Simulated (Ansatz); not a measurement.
A made-up structure of C₂H₄N (charge +1), singlet:

C1  (0.832, 0.281, 0.309)
C2  (-0.417, -0.141, -0.155)
N3  (-1.480, -0.500, -0.549)
H4  (-2.392, -0.808, -0.887)
H5  (1.128, -0.262, 1.169)
H6  (1.583, 0.146, -0.428)
H7  (0.820, 1.309, 0.568)
(Å)

It is relaxed with PBE-D4/def2-SVP and then PBE0-D4/def2-TZVP (Ansatz 0.2.0). Atoms count as bonded within 1.22 times the sum of their covalent radii (H–H: 0.88 Å). The end point is not checked to be a true minimum.

(1) Does its bonding change? (Judge from chemistry; the calculation decides.)

## Answers

(1) By the calculation: No: no bond forms or breaks.

Where it ends: The first stage lowers the energy by 0.23 eV in 5 steps. It ends as C₂H₄N ([CH3][C][NH]), total charge +1:
```xyz
7
angstrom
C 0.8401 0.2840 0.3114
C -0.4357 -0.1473 -0.1615
N -1.4521 -0.4909 -0.5383
H -2.3537 -0.7956 -0.8725
H 1.1076 -0.3000 1.1977
H 1.5836 0.1282 -0.4766
H 0.7846 1.3467 0.5674
```

Labels in which every atom is bracketed show which atoms are joined, not bond orders.

For scale, one of the runs: PBE0-D4/def2-TZVP relaxation, 117 basis functions, launched by `ansatz run in.yaml --threads 2 --pin off --events-out ev --progress --plain --max-ram 4352MiB`. The run took about 5.5 s on 2 CPU threads of an Arm Neoverse V2 (shared host).
